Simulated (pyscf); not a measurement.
HO–TaH(Cl)(Cl)–Cl → O=Ta(Cl)(Cl)–Cl + H₂, an elimination (singlet surface; H–O, H–Ta broken, H–H formed). Structures and frequencies: ωB97X-D3(BJ)/def2-SVP in PySCF. Energies in kcal/mol from the reactant's lowest minimum found.

GFN2-xTB: tblite. 

Question: In single points GFN2-xTB puts the saddle at 43.1 kcal/mol and the reaction energy at +29.1 kcal/mol. Should these be trusted to within a few kcal/mol? Compare with ωB97M-D3(BJ)/def2-TZVP.

Answer: ωB97M-D3(BJ)/def2-TZVP gives ΔE‡ = 24.7 kcal/mol and ΔE = -9.1 kcal/mol. GFN2-xTB lies 18.4 kcal/mol over it in the barrier and 38.1 kcal/mol over it in the reaction energy, so on this step it does not hold to within 3.0 kcal/mol. ωB97M-D3(BJ)/def2-TZVP has limits of its own. At the saddle there is also a short H–Ta contact that neither side keeps. One saddle was located; it need not be the lowest between these sides. In the def2 sets elements past Kr carry core potentials, without spin-orbit coupling.
